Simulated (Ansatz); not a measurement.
# CClSi: the cost of one run

Computed with Ansatz 0.2.0, Gaussian basis. Level: def2-QZVPP, core rule «outside noble gas», up to 11 orbitals frozen.

The runs, in order: UHF; ROHF; CCSD(T) on UHF.

3 further runs of the same task are left out: 1 that didn't finish, 2 set aside as unsound or not needed.

### Step 1. What is computed

The geometry is a PBE0/def2-TZVP stationary point (not a proven minimum) of the parent state, kept for this charge and spin.

3 atoms, charge 1, spin multiplicity 5.

Atoms are counted from 1 here; the program's logs count them from 0.

Bond lengths: C1–Si2 1.858 Å, Si2–Cl3 2.076 Å. Angles: C1–Si2–Cl3 103.7°.

### Step 2. UHF

Input file in.yaml:

```yaml
crystal:
  periodic: [false, false, false]
  atoms:
    - {symbol: C, position_ang: [0.000000, -0.896812, 1.818922]}
    - {symbol: Si, position_ang: [0.000000, 0.607235, 0.728623]}
    - {symbol: Cl, position_ang: [0.000000, -0.177225, -1.193419]}
basis:
  gaussian: {orbitals: "def2-QZVPP.json"}
total_charge: 1
magnetization: {spin_polarized: true, initial_magnetization: 4}
hamiltonian: {xc: hf}
output: {orbitals: {seedname: orbitals}}
```

Run with:

```sh
> ansatz run in.yaml --threads 1 --pin off --events-out ev --progress --plain --max-ram 2393MiB
```

What time and memory should one allow on 1 thread of Arm Neoverse V2, shared host?

About 6 s, with a peak of 0.42 GiB.
